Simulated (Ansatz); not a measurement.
**BSiH (singlet): the correlation ladder at scale of all distances = 1.000, 6-31G**

How much of the correlation energy of BSiH (singlet) does each wave-function method recover here?

Program: Ansatz 0.2.0, Gaussian basis. Level of theory: 6-31G, core rule «outside noble gas», up to 6 orbitals frozen. These are calculated values, not measurements.

To be run: UHF; CCSD(T) on RHF; CCSD(T) on UHF; BCCD(T) on RHF; CISD; CCSDT(Q) on RHF; CCSDT(Q) on UHF; CISDTQ; CCSDTQ on RHF; CCSDTQ on UHF; CASSCF and MRCISD+Q, 2 electrons in 2 orbitals; CASSCF and NEVPT2, 2 electrons in 2 orbitals; CASSCF and MRCISD+Q, 8 electrons in 9 orbitals; CASSCF and NEVPT2, 8 electrons in 9 orbitals; Full CI.

21 further runs of the same task are left out: 1 for a mislabelled method, 1 for a known fault of the program, 18 that didn't finish, 1 set aside as unsound or not needed.

**1. The system**

The geometry derives from a PBE0/def2-TZVP stationary point (not a proven minimum). All distances are scaled together.

3 atoms, charge 0, spin multiplicity 1.

Atoms are counted from 1 here; the program's logs count them from 0.

Bond lengths: Si1–B2 2.039 Å, Si1–H3 1.516 Å. Angles: B2–Si1–H3 180.0°.

**2. UHF**

File in.yaml:

```yaml
crystal:
  periodic: [false, false, false]
  atoms:
    - {symbol: Si, position_ang: [0.000000, 0.000000, 0.174230]}
    - {symbol: B, position_ang: [0.000000, 0.000000, -1.864326]}
    - {symbol: H, position_ang: [0.000000, 0.000000, 1.690095]}
basis:
  gaussian: {orbitals: 6-31G}
magnetization: {spin_polarized: true, initial_magnetization: 0}
hamiltonian: {xc: hf}
output: {orbitals: {seedname: orbitals}}
```

On the command line:

```
$ ansatz run in.yaml --threads 1 --pin off --events-out ev --progress --plain --max-ram 2393MiB
```

Further steps of the session: CCSD(T) on RHF; CCSD(T) on UHF; BCCD(T) on RHF; CISD; CCSDT(Q) on RHF; CCSDT(Q) on UHF; CISDTQ; CCSDTQ on RHF; CCSDTQ on UHF; CASSCF and MRCISD+Q, 2 electrons in 2 orbitals; CASSCF and NEVPT2, 2 electrons in 2 orbitals; CASSCF and MRCISD+Q, 8 electrons in 9 orbitals; CASSCF and NEVPT2, 8 electrons in 9 orbitals; Full CI.

Q: Predict the results of all the runs planned. Wanted: FCI below the RHF energy; RMP2 from FCI; RCCSD from FCI; RCCSD(T) from FCI; RCCSDT(Q) from FCI; NEVPT2 valence from FCI; MRCISD+Q valence from FCI; T1 diagnostic; effectively unpaired electrons.

The runs gave:

```
                         quantity                                                 value
         FCI below the RHF energy                                            -3.6950 eV
                    RMP2 from FCI                                           +1307.6 meV
                   RCCSD from FCI                                            +320.6 meV
                RCCSD(T) from FCI                                            +145.3 meV
               RCCSDT(Q) from FCI                                             +25.4 meV
          NEVPT2 valence from FCI                                            +237.3 meV
        MRCISD+Q valence from FCI                                              +2.1 meV
levels within 1 kcal/mol (43 meV)  RCCSDT(Q), RCCSDTQ, MRCISD valence, MRCISD+Q valence
                    T1 diagnostic                                                 0.043
   effectively unpaired electrons                                                  2.17
```

**Reading.** RCCSD(T) lands +145.3 meV from the yardstick (3.9 % of the correlation energy). With 2.2 effectively unpaired electrons against 0 the state is strongly multireference. Of the multireference levels listed MRCISD+Q valence comes nearest in total energy (+2.1 meV), which doesn't show that its space is the better one. Coupled cluster took another determinant than the lowest Hartree-Fock one. These misses are within one basis, not against nature.
